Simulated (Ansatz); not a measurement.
# MgCl2 (SMILES [Cl][Mg][Cl]): functionals against CCSD(T) at one geometry

An exercise on one series of results from a longer session: the logs are not shown, and one member is left open.

The runs use Ansatz 0.2.0, Gaussian basis; single points in def2-TZVPP.

Cores are frozen in the correlated methods. The outer core shell of Li, Na, Mg and K is correlated.

## Where the work starts

SMILES `[Cl][Mg][Cl]`, 3 atoms, charge 0, spin multiplicity 1.

Atoms are counted from 1 here; the program's logs count them from 0.

Bond lengths: Cl1–Mg2 2.048 Å, Mg2–Cl3 2.197 Å. Angles: Cl1–Mg2–Cl3 177.2°.

As a file:

```csv
atom,x (Å),y (Å),z (Å)
Cl1,0.4470,1.9783,0.4623
Mg2,0.0554,0.0306,-0.0352
Cl3,-0.4615,-2.0481,-0.5259
```

The first run:

The input, run/in.yaml:

```yaml
crystal:
  periodic: [false, false, false]
  atoms:
    - {symbol: Cl, position_ang: [0.447000, 1.978300, 0.462300]}
    - {symbol: Mg, position_ang: [0.055400, 0.030600, -0.035200]}
    - {symbol: Cl, position_ang: [-0.461500, -2.048100, -0.525900]}
basis:
  gaussian: {orbitals: def2-TZVPP}
correlation: {method: ccsd_t}
output: {forces: true}
```

The command line of these runs was not kept.

Among the steps run: CCSD(T)/def2-TZVPP; PBE0-D4/def2-TZVPP; wB97M-V/def2-TZVPP; r2SCAN-D4/def2-TZVPP; PBE-D4/def2-TZVPP; CAM-B3LYP-D4/def2-TZVPP; HSE06-D4/def2-TZVPP.

One of the session's tables, all rows but one given; the rest of the session is left out.

```
      method  RMS force component (eV/Å)  angle to CCSD(T) forces (°)  dipole (D)
     CCSD(T)                       1.089                    reference        0.65
     PBE0-D4                       1.045                          2.3        0.64
     wB97M-V                           ?                            ?           ?
   r2SCAN-D4                       1.061                          1.4        0.64
      PBE-D4                       1.075                          1.5        0.61
CAM-B3LYP-D4                       1.028                          4.0        0.65
    HSE06-D4                       1.047                          2.1        0.64
```

Estimate the missing values for wB97M-V.

The run gave: RMS force component (eV/Å): 1.060; angle to CCSD(T) forces (°): 1.1; dipole (D): 0.65. In the column «RMS force component (eV/Å)» it lies between HSE06-D4 (1.047) and r2SCAN-D4 (1.061).
